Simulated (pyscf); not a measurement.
[F–Mo(F)(F)(F)–SH]• (SMILES [F][Mo]([F])([F])([F])[SH]) → [F–Mo(F)(F)=S]• (SMILES [F][Mo]([F])([F])=[S]) + HF (SMILES F), an elimination (doublet surface; H–S, F–Mo broken, F–H formed). Single points on ωB97X-D3(BJ)/def2-SVP structures (PySCF, gas phase). Energies in kJ/mol from the reactant's lowest minimum found.

Small-basis levels: PySCF, no dispersion term, spherical d functions. AM1 to PM7: differences of heats of formation from MOPAC, which are fitted to 298 K values and so differ in kind from electronic energies by zero-point and thermal terms. GFN2-xTB: tblite. Open shells are spin-unrestricted. 

| level | barrier | reaction energy |
|---|---|---|
| BP86/6-31G*+LANL2DZ | 77.8 | +122.5 |
| B3LYP/LANL2DZ | 90.2 | +61.1 |
| M06-2X/6-31G*+LANL2DZ | 80.6 | +99.3 |
| B3LYP/6-311+G**+LANL2DZ | 72.2 | +29.6 |
| B3LYP/def2-SVP | 85.6 | +119.3 |
| GFN2-xTB | 160.9 | +227.4 |
| PM7 | 186.4 | +56.6 |
| ωB97M-D3(BJ)/def2-TZVP | 91.0 | +91.2 |

Against the last row the barrier runs from -18.8 (B3LYP/6-311+G**+LANL2DZ) to +95.4 kJ/mol (PM7). ωB97M-D3(BJ)/def2-TZVP has limits of its own. On the product side the descent ends in an adduct with a F–Mo contact, 33.8 kJ/mol under the separated species and 26.3 kJ/mol under the saddle at ωB97X-D3(BJ)/def2-TZVP. What is counted as broken (F–Mo) persists as a longer contact in the product adduct; parting that adduct is a step of its own. This is the saddle that the search found; another between the same sides may lie lower. Open-shell species with a d-block atom are single-reference here; other states, and whether the spin sits on metal or ligand, were not checked. In the def2 sets elements past Kr carry core potentials, without spin-orbit coupling.
